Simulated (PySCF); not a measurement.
Work out the structure from these simulated measurements.

Formula: C3H6OS.

- 13C NMR: chemical shifts (computed TMS as zero) by class: 153.7 (1 C), 129.3 (1 C), 43.8 (1 C) ppm [GIAO PBE0/pcSseg-1]
- NMR, other nuclei: isotropic shieldings of nuclei other than C and H, by class: 283 (1 O), 210 (1 S) ppm [GIAO PBE0/pcSseg-1]
- 1H NMR: chemical shifts (computed TMS as zero) by class: 6.80 (1 H), 6.72 (1 H), 6.35 (1 H), 2.25 (3 H) ppm [GIAO PBE0/pcSseg-1]
- Dipole: 3.72 D [PBE0/pcSseg-1]
- Rotational structure: rotational constants A, B, C: 6.376, 3.528, 2.729 GHz [PBE0-D3(BJ)/def2-SVP]

Gas-phase values; electronic properties from PySCF, density fitting. Levels stand in brackets. Isolated species at its PBE0-D3(BJ)/def2-SVP geometry (one conformer only). NMR classes are plain means over equivalent atoms (diastereotopic ones count apart unless rotation or inversion swaps them), as if these changed places fast.

Task: Propose a structure and show how it fits.

Result: Numbering: `[CH2:1]=[CH:2][S@@:3]([CH3:4])=[O:5]`. 3 carbons fall into 3 classes; from least to most shielded: alkene CH carbon [C2] (153.7 ppm), terminal =CH2 carbon [C1] (129.3 ppm), S-methyl carbon [C4] (43.8 ppm). Hydrogen classes from least to most shielded: 1 H on a terminal =CH2 carbon, C1 (6.80 ppm), 1 H on an alkene CH carbon, C2 (6.72 ppm), 1 H on a terminal =CH2 carbon, C1 (6.35 ppm), 3 H on an S-methyl carbon, C4 (2.25 ppm, a mean of values up to 0.5 ppm apart in this geometry). The other shieldings belong to: 283 ppm, sulfinyl oxygen [O5]; 210 ppm, sulfinyl sulfur [S3]. The optimised geometry has point group C1 and is an asymmetric top. Structure: `C=C[S@@](C)=O`. The assignments are read from this structure; whether some other isomer fits the data as well wasn't checked. The mirror image fits equally.

Shape of the structure used: `[CH2:1]=[CH:2][S@@:3]([CH3:4])=[O:5]`: C1–C2–S3–C4 -117°.
